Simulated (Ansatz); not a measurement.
# AlH3O2: the cost of one run

All numbers below are computed with Ansatz 0.2.0 (UKS PBE/cc-pVDZ).

## Step 1: Starting point

Bond lengths: Al1–O3 1.611 Å, Al1–H4 1.747 Å, Al1–O5 1.634 Å, O5–H6 0.947 Å. Angles: O3–Al1–H4 44.6°, O3–Al1–O5 161.6°, H4–Al1–O5 153.7°, Al1–O5–H6 171.4°.

Structure file:

```xyz
6

Al    0.1876    0.1941    0.2127
H     0.0232   -1.5656   -0.7261
O     1.5054   -0.6413    0.6139
H     0.8167   -1.3921   -0.1632
O    -0.9157    1.3944    0.1105
H    -1.6172    2.0105   -0.0479
```

## Step 2: Run 1

150 steps of 0.5 fs at constant energy, with velocities drawn for 300 K.

Input file input.yaml:

```yaml
crystal:
  periodic: [false, false, false]
  atoms:
    - { symbol: Al, position_ang: [0.1876, 0.1941, 0.2127] }
    - { symbol: H, position_ang: [0.0232, -1.5656, -0.7261] }
    - { symbol: O, position_ang: [1.5054, -0.6413, 0.6139] }
    - { symbol: H, position_ang: [0.8167, -1.3921, -0.1632] }
    - { symbol: O, position_ang: [-0.9157, 1.3944, 0.1105] }
    - { symbol: H, position_ang: [-1.6172, 2.0105, -0.0479] }
magnetization:
  spin_polarized: true
basis:
  gaussian: { orbitals: cc-pVDZ }
hamiltonian:
  xc: pbe
md:
  timestep: 0.5
  n_steps: 150
  ensemble: nve
  temperature: 300.0
  initial_velocities: maxwell_boltzmann
  seed: 243357
```

Launch:

```
> ansatz run input.yaml --threads 1 --pin off --max-ram 2048MiB --backend cpu --events-out ev --progress --plain --runs-dir out
```

What time and memory should one allow on 1 thread of Arm Neoverse V1, shared host?

About 4.9 min, with a peak of 0.11 GiB.
